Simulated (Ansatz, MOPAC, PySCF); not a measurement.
Barrier height from H + HO to the transition structure H2O, without zero-point energy, on the benchmark's geometries as Psi4's copy of the set gives them.
Transition structure (charge 0, multiplicity 3):
| atom | x (Å) | y (Å) | z (Å) |
|---|---|---|---|
| H | 0.0000 | 0.0000 | -0.8603 |
| O | 0.0000 | 0.0000 | 0.3290 |
| H | 0.0000 | 0.0000 | -1.7719 |

Open shells are unrestricted; no spin–orbit coupling.

Cores are frozen in the correlated methods. The state that PM3 reach isn't checked.

Codes used: Ansatz (Gaussian orbitals); MOPAC for PM3 (differences of heats of formation); PySCF for M06-2X. 

One of these levels gives 4.31 kcal/mol for the barrier height. Which one is it?
A. PM3
B. CAM-B3LYP/def2-TZVPPD
C. MP2/aug-cc-pVDZ
D. M06-2X/def2-TZVPPD

A, PM3. The others give 9.85 (M06-2X/def2-TZVPPD), 5.66 (CAM-B3LYP/def2-TZVPPD), 16.93 (MP2/aug-cc-pVDZ)

Ansatz is a quantum-chemistry and plane-wave program.
